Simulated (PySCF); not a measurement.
## A search over the determinants of AlS

Unrestricted PBE0; basis Al 3-21G, S 3-21G; no relativity; PySCF 2.14. Outer shells of the fragments: Al 3s2 3p1; S 3s2 3p4.

Followed along the bond (rough minima from three points):

```tsv
2Ms+1	unpaired	⟨S²⟩ at the start	R at minimum (Å)	Te (eV)
2	σ ↑	0.76	2.12	0.00
2	π ↑	0.75	2.38	0.40
4	σ ↑, π ↑↑	3.75	2.37	2.67
```

Solutions found at the starting distance of 2.180 Å, counted from the lowest of them; the search is not exhaustive and high or unbound solutions are not listed, so other states can lie among these:

```tsv
2Ms+1	unpaired	term	E (eV)	⟨S²⟩	⟨Lz²⟩	μ (D)
2	σ ↑	²Σ⁺	0.00	0.76	0.00	-4.37
2	π ↑	²Π	0.59	0.75	1.01	-1.28
4	σ ↑, π ↑↑	mixed	2.81	3.75	2.00	-1.49
4	σ ↑, π ↑↑	mixed	3.06	3.75	2.00	-1.66
2	σ ↑, π ↑↓	mixed	3.23	1.75	2.00	-1.86
4	σ ↑↑, π ↑	⁴Π	5.25	3.76	1.00	-2.26
4	π ↑↑↑	⁴Π	5.32	3.76	1.00	4.44
4	σ ↑↑, π ↑	⁴Π	5.64	3.75	1.01	-1.08
4	σ ↑↑↑	⁴Σ⁺	8.12	3.77	0.00	-1.70
```

A term symbol is given only where ⟨S²⟩ and ⟨Lz²⟩ are close to those of a pure state; real π, δ and φ orbitals otherwise mix terms. A positive dipole means Al(−)S(+).

Question: Compare the gap between the two lowest followed solutions at the starting distance with the gap between their minima.

Answer: At PBE0 the second solution (doublet, unpaired electrons π ↑) lies +0.59 eV from the first (doublet, unpaired electrons σ ↑) at 2.180 Å and +0.40 eV at the minima; the two curves relax by different amounts, since their minima lie near 2.38 and 2.12 Å.

Counting both spins, an empty level lies below a filled one in some of these solutions, because spin and occupation are held. 3-21G is very small, so such numbers show the basis as much as the molecule.
